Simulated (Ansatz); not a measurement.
Ansatz (a first-principles code) input (B3LYP-D3(BJ)/def2-TZVP):

Ansatz 0.2 input:
```yaml
crystal:
  periodic: [false, false, false]
  atoms:
    - {symbol: C, position_ang: [-0.00164947, 0.98861605, 0.02702564]}
    - {symbol: C, position_ang: [0.75606710, -0.25786529, 0.10467163]}
    - {symbol: C, position_ang: [-0.76235785, -0.25581820, 0.10585983]}
    - {symbol: H, position_ang: [-0.00123277, 1.77620068, -0.69513230]}
    - {symbol: H, position_ang: [1.29914671, -0.61132677, -0.76605686]}
    - {symbol: H, position_ang: [1.24559156, -0.51705230, 1.03429281]}
    - {symbol: H, position_ang: [-1.25172672, -0.51439968, 1.03568726]}
    - {symbol: H, position_ang: [-1.30757422, -0.60758718, -0.76439745]}
basis:
  gaussian:
    orbitals: def2-TZVP
hamiltonian:
  xc: b3lyp
  dispersion: d3bj
magnetization: {spin_polarized: true, initial_magnetization: 1}
relax: {f_tol: 0.002, max_steps: 150}
```

End of the output:

```
mean field: 0.46 GiB planned
mean field evaluation 64: about -3190.8591 eV, gradient 1.7e-1 eV
mean field -3190.83772388 eV, -117.2611235249 hartree, gradient 1.1e-5 eV, S^2 0.753362; 1 other end points of the search recorded, 0 dependent functions left out
the calculation of the forces begins
reference -3190.83795597 eV, -117.2611320543 hartree; 12, 11 occupied and 111, 112 virtual orbitals, 760 factors
Total energy: -3191.02592118 eV, -117.2680396481 hartree
Atom 0 at    -0.001714     0.985232     0.021847 Å, force    -0.000011    -0.000385     0.001922 eV/Å
Atom 1 at     0.762977    -0.258358     0.105783 Å, force    -0.001043    -0.000135     0.000270 eV/Å
Atom 2 at    -0.769442    -0.256421     0.106727 Å, force     0.001030    -0.000129     0.000292 eV/Å
Atom 3 at    -0.001138     1.791606    -0.694130 Å, force     0.000002     0.000428    -0.000767 eV/Å
Atom 4 at     1.291545    -0.616228    -0.772560 Å, force     0.000746    -0.000401    -0.000772 eV/Å
Atom 5 at     1.247594    -0.517637     1.041858 Å, force     0.000538     0.000504    -0.000085 eV/Å
Atom 6 at    -1.253562    -0.514490     1.043394 Å, force    -0.000532     0.000552    -0.000092 eV/Å
Atom 7 at    -1.299996    -0.612938    -0.770969 Å, force    -0.000730    -0.000435    -0.000768 eV/Å
Dipole moment:    -0.000169    -0.086116    -0.096756 e Å
```

It need not be the lowest isomer of its formula.
